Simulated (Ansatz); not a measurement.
C5H7N can be A, `CC1=CN=CC1`, or B, `Cc1cc[nH]c1`.

Computed with Ansatz on PBE0-D4/def2-TZVP structures; ΔE is electronic, products minus reactants. CCSD(T)/CBS adds triple-zeta CCSD(T) − MP2 to the extrapolated MP2 energy (def2 sets, frozen cores). DFT in def2-TZVPP. B3LYP here is the variant with VWN-RPA as its local correlation; programs differ in this.

Which is lower in electronic energy at CCSD(T)/CBS, and by how much? (Estimate.)

Computed: B, by 63.9 kJ/mol.

Give E(B) − E(A) in kJ/mol with HF/def2-TZVPP, B3LYP, B3LYP-D4, PBE-D4, B2PLYP, r2SCAN-D4, ωB97M-V. (An estimate is asked.)

The calculation gave: HF/def2-TZVPP -53.6, B3LYP -70.7, B3LYP-D4 -71.2, PBE-D4 -73.5, B2PLYP -70.9, r2SCAN-D4 -74.9, ωB97M-V -68.7. None reverses the order clearly.

Largest T1 diagnostic: 0.012.

In def2-TZVPP, CCSD(T) changes the Hartree–Fock value by −5.8 kJ/mol (the triples alone add −1.2 kJ/mol) and MP2 by −25.8 kJ/mol.
